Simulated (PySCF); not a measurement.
**SiH+: bond curves at several levels of theory**

One table from this session's results is given with a row withheld; the runs are named, their logs left out.

Method: Si 3-21G, H 3-21G, no relativity; program: PySCF 2.14.0.

The first run:

A driver script around PySCF takes these settings:

| Property | Result |
| --- | --- |
| atoms | Si, H |
| charge | 1 |
| basis | Si 3-21G, H 3-21G |
| Hamiltonian | no relativity |
| basis functions | 15 |
| electrons treated | 14 |
| masses in u | 27.9769, 1.0078 |
| levels | PBE0, PBE, r²SCAN, MN15, BP86, B97-3, HSE06, HF, MP2, SCS-MP2, CCSD, CCSD(T) |
| grid | 80 radial by 434 angular points |
| occupations | held fixed by the projection of orbital angular momentum |
| dissociation limit | Si+ + H, each in its ground configuration |
| starting distance in angstrom | 1.535 |
| values of 2S to try | 0, 2 |

On the command line:

```
$ OMP_NUM_THREADS=1 python dia.py task.json out
```

Among the steps run: Input; The PBE0 curve of the state that the search chose; Other states along the same grid; PBE (GGA); r²SCAN; MN15 (hybrid meta-GGA); BP86 (GGA); B97-3; HSE06 (range-separated hybrid); RHF; Adding correlation.

One table of the session follows, with a row left open; its other results are not shown here.

Energy (eV) from each level's lowest point:

```
R (Å)    RHF  RHF-MP2  RHF-SCS-MP2  RHF-CCSD  RHF-CCSD(T)
1.329  0.390    0.448        0.460       n/a          n/a
1.391  0.155    0.196        0.205     0.235        0.235
1.452  0.033    0.056        0.061     0.080        0.081
1.499  0.000    0.008        0.011     0.021        0.021
1.545      ?        ?            ?         ?            ?
1.591  0.046    0.023        0.020     0.009        0.009
1.653  0.137    0.092        0.085     0.058        0.057
1.730  0.296    0.223        0.211     0.161        0.160
1.823  0.533    0.424        0.405     0.323        0.321
1.947  0.894    0.733        0.705       n/a          n/a
```

Estimate the missing values for R (Å) = 1.545.

Worked estimate for «RHF». A straight line through the neighbours (1.499, 0.000) and (1.591, 0.046) gives 0.000 + (0.046 − 0.000) × (1.545 − 1.499) / (1.591 − 1.499) = 0.023; a parabola fitted to 4 rows on both sides gives 0.008.

**Answer.** RHF: 0.007; RHF-MP2: 0.000; RHF-SCS-MP2: 0.000; RHF-CCSD: 0.000; RHF-CCSD(T): 0.000. In «RHF» the line misses by +0.016 and the parabola by +0.001.
